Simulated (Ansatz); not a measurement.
Ni: from a trial structure to a relaxed crystal

Theory: DFT PBEsol, scalar-relativistic, plane waves, PAW (Ansatz 0.2.0). Cutoff 420 eV, Γ-centred k mesh, Gaussian smearing, collinear spin, first started from parallel moments.

This is the end of a relaxation of cell and atoms.

```yaml
crystal:
  lattice:
    - [4.39674, 0.00000, 0.00000]
    - [0.00000, 4.39674, 0.00000]
    - [0.00000, 0.00000, 4.39674]
  atoms:
    - { symbol: Ni, position: [0.50000, 0.50000, 0.50000] }
    - { symbol: Ni, position: [0.00000, 0.00000, 0.00000] }
    - { symbol: Ni, position: [0.25000, 0.00000, 0.50000] }
    - { symbol: Ni, position: [0.50000, 0.25000, 0.00000] }
    - { symbol: Ni, position: [0.50000, 0.75000, 0.00000] }
    - { symbol: Ni, position: [0.75000, 0.00000, 0.50000] }
    - { symbol: Ni, position: [0.00000, 0.50000, 0.75000] }
    - { symbol: Ni, position: [0.00000, 0.50000, 0.25000] }
```

Energies count from the standard state of Ni at the same level.

(1) What space group does it have?

(2) How far above the standard state of Ni does it lie?

(3) Is it a metal?

(4) What net moment does it keep?

Answers

(1) Pm-3n (No. 223). Conventional cell: a = 4.397 Å. Ni on Wyckoff site a (2 atoms of the primitive cell) has 12 Ni at 2.46 Å; around Ni on Wyckoff site c (6 atoms of the primitive cell) lie 2 Ni at 2.20 Å, 4 Ni at 2.46 Å and 8 Ni at 2.69 Å.

(2) 0.15 eV/atom.

(3) Yes, bands cross the Fermi level on the 8×8×8 mesh.

(4) 0.58 μB per atom, with site moments up to 0.62 μB.

The final run used a 8×8×8 mesh on its 8-atom cell and 0.10 eV smearing. The k mesh leaves about 4 meV/atom of noise in metals. The cell came from a trial start, so Ni may not exist in this structure.